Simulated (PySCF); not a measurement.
## Protonation sites of pyrrole

Molecule: pyrrole, `c1cc[nH]c1` (C4H5N). Atom numbers as in the mapped SMILES `[cH:1]1[cH:2][cH:3][nH:4][cH:5]1`. These are map numbers, not IUPAC locants.

These are calculated values, ωB97X-D3(BJ)/def2-TZVP in PySCF (grid level 2) at geometries from PBE0-D3(BJ)/def2-SVP. Thermal corrections: PBE0-D3(BJ)/def2-SVP frequencies, unscaled, ideal gas at 298.15 K and 1 bar, quasi-RRHO entropy.

| site | product | PA / eV | GB / eV | gas share |
| --- | --- | --- | --- | --- |
| C3 (aromatic carbon) | `C1=CC[NH+]=C1` | 9.22 | 8.91 | > 99.9 % |
| C1 (aromatic carbon) | `C1=C[NH+]=CC1` | 8.99 | 8.69 | < 0.1 % |
| N4 (pyrrole-type nitrogen) | `C1=C[NH2+]C=C1` | 8.33 | 8.00 | < 0.1 % |

PA is −ΔH and GB is −ΔG of B + H⁺ → BH⁺ in the gas phase. Shares are Boltzmann weights among the listed products; an error of 10 kJ/mol changes a ratio about 56-fold. Sites whose products fell apart, merged with another or lost in a GFN2-xTB screen aren't listed.

Of the listed sites C3 (aromatic carbon) is favoured in the gas phase, 0.22 eV ahead of C1 in free energy.

Measured values (NIST Chemistry WebBook, evaluated or the median of agreeing entries): proton affinity (−ΔH) 875 kJ/mol (computed 889, difference 14); gas-phase basicity (−ΔG) 844 kJ/mol (computed 859, difference 16). These are compared with the most favourable site that keeps the skeleton.

Differences come from unrounded values, so a last digit can differ from that of the printed terms.
